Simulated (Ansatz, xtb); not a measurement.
Species: dilithium, Li2, charge 0, multiplicity 1. 
Coordinates optimised at B3LYP-D3(BJ)/def2-TZVP (Ansatz, a quantum-chemistry and plane-wave program):
SMILES: [Li][Li]
```xyz
2

Li     0.0000     0.0000    -1.3610
Li     0.0000     0.0000     1.3610
```
Charge 0, spin multiplicity 1.

Harmonic wavenumbers from GFN2-xTB (xtb, at its own minimum), cm⁻¹: 388.

Q: Give the harmonic wavenumbers at B3LYP-D3(BJ)/def2-TZVP (Ansatz, finite differences of forces, unscaled).

A: 337 cm⁻¹. Zero-point energy 0.5 kcal/mol.

Q: From these and the geometry, give the ideal-gas thermochemistry at 298.15 K and 1 atm (rigid rotor, harmonic oscillator).

A: Point group D∞h, rotational symmetry number 2. Rotational constants 19.66, 19.66 GHz. S(trans) 33.83, S(rot) 12.05, S(vib) 1.23, S(elec, spin only) 0.00, S 47.1 cal/(mol K). H(298) - H(0) 2.31 kcal/mol; G - E(el) -11.3 kcal/mol. Tabulated S at 1 bar: 47.1 cal/(mol K) (CRC Handbook, as tabulated in the package chemicals).
